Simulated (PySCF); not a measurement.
## Gas-phase XPS of `Cc1pcc[p-]1`, computed

C4H5P2 (charge -1).
Geometry (GFN2-xTB, Å), atoms numbered from 1 in this order:
```
atom  x, y, z in Å
C1    -2.0703   -0.1260    0.0825
C2    -0.5683   -0.0293    0.0185
P3     0.4350   -1.3737    0.4796
C4     1.9254   -0.5295    0.1498
C5     1.8312    0.7550   -0.3070
P6     0.2331    1.4228   -0.5153
H7    -2.3662   -1.1147    0.4365
H8    -2.5162    0.0389   -0.9015
H9    -2.4830    0.6242    0.7617
H10    2.8799   -1.0215    0.3075
H11    2.7049    1.3564   -0.5384
```

Theory: delta-SCF UKS SCAN, pcX-2 on the ionised atom, pcseg-1 elsewhere, spin-free X2C in PySCF 2.14.0. Vertical ΔSCF values, vacuum level as zero.

Problem. What binding energy does each computed site have?

Solution. 
```json
{"atom(s)": "C1", "bonded to": "C and 3 H", "level": "C 1s", "binding energy (eV)": "286.29", "2p1/2 (eV)": "–", "above the level's lowest (eV)": "+1.94", "count": "1"}
{"atom(s)": "C2", "bonded to": "C and 2 P (aromatic in the SMILES)", "level": "C 1s", "binding energy (eV)": "284.35", "2p1/2 (eV)": "–", "above the level's lowest (eV)": "0.00", "count": "1"}
{"atom(s)": "P3/P6", "bonded to": "2 C (aromatic in the SMILES)", "level": "P 2p3/2", "binding energy (eV)": "129.90", "2p1/2 (eV)": "130.79", "above the level's lowest (eV)": "0.00", "count": "2"}
{"atom(s)": "P3/P6", "bonded to": "2 C (aromatic in the SMILES)", "level": "P 1s", "binding energy (eV)": "2143.39", "2p1/2 (eV)": "–", "above the level's lowest (eV)": "0.00", "count": "2"}
{"atom(s)": "C4/C5", "bonded to": "C (aromatic in the SMILES), H and P (aromatic in the SMILES)", "level": "C 1s", "binding energy (eV)": "284.43", "2p1/2 (eV)": "–", "above the level's lowest (eV)": "+0.08", "count": "2"}
```

The listed C 1s values span 1.94 eV, from C2 (bonded to C and 2 P (aromatic in the SMILES)) to C1 (bonded to C and 3 H). The widest gap between neighbouring values is 1.86 eV, between 284.43 and 286.29 eV. Summing the Pauling electronegativity differences to the bonded atoms, each weighted by its formal bond order, gives -1.08 for the lowest site and -1.05 for the highest; the largest sum, -0.89, belongs to C4/C5, 1.86 eV below the top.

Problem. What is the longest wavelength that can ionise P 1s of P3/P6 vertically?

Solution. λ = hc/E = 12398.42 eV Å / 2143.39 eV = 5.784 Å.

Problem. Which effective nuclear charge Zeff reproduces each element's mean 1s value in the hydrogen-like formula E = 13.606 eV × Zeff²?

Solution. C (Z = 6): mean 284.9 eV, Zeff = 4.58, Z − Zeff = 1.42; P (Z = 15): mean 2143.4 eV, Zeff = 12.55, Z − Zeff = 2.45. Means run over the listed sites, weighted by atom count.

Topologically equivalent atoms share the value of their first member; where this conformer doesn't relate them by symmetry, their own values could differ. For 2p shells one spin-free hole was relaxed; a mean-field spin–orbit operator and the ground-state splitting of the three 2p orbitals were then diagonalised within the shell. The shell's mean is (2 × 2p3/2 + 2p1/2)/3, and the degeneracies 2j + 1 give areas of 2:1. 2p1/2 minus 2p3/2 (ligand field included): P 0.89 eV. The species carries charge -1, so core ionisation leaves a neutral species. The basis sets have no added diffuse functions. Isolated species at its GFN2-xTB geometry, gas phase.
